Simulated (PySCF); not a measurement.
Fluoroacetylene, C₂HF.
Cartesian coordinates in Å at the GFN2-xTB level; atoms count from 1:
```
atom  x, y, z in Å
C1    -0.624    0.025   -0.031
C2     0.516   -0.018   -0.380
F3     1.743   -0.067   -0.754
H4    -1.624    0.065    0.270
```

Level of theory: PBE0/pcSseg-1 in PySCF (dipole) on a GFN2-xTB geometry, gas phase.

Masses are those of the commonest isotopes; rigid-rotor values at the optimised geometry. 

**Question.** What are the moment of inertia and the rotational constant?

**Answer.** I = 52.017 u·Å², B = 505379 MHz·u·Å²/I = 9716 MHz (0.3241 cm⁻¹, or 0.466 K as hB/k).

**Question.** List the first levels of a rigid rotor in a Σ state.

**Answer.** E(J) = BJ(J+1): J = 1: 0.648, J = 2: 1.944, J = 3: 3.889, J = 4: 6.482, J = 5: 9.722, J = 6: 13.611 cm⁻¹.

**Question.** Where do the first rotational lines fall?

**Answer.** The dipole is 0.64 D; J+1 ← J lies at 2B(J+1): 1 ← 0 at 19.43 GHz, 2 ← 1 at 38.86 GHz, 3 ← 2 at 58.29 GHz, 4 ← 3 at 77.72 GHz, 5 ← 4 at 97.16 GHz, 6 ← 5 at 116.59 GHz.

Not checked by GFN2-xTB frequencies. These are rigid-rotor constants of the computed structure; measured ground-state constants (B0) also hold zero-point vibration.

Cost: about 2.4 s of CPU time on one thread (grids of density and orbitals included); the machine was shared, so the figure is rough. This is the PBE0/pcSseg-1 job that gave the dipole, with the shieldings it also computed.
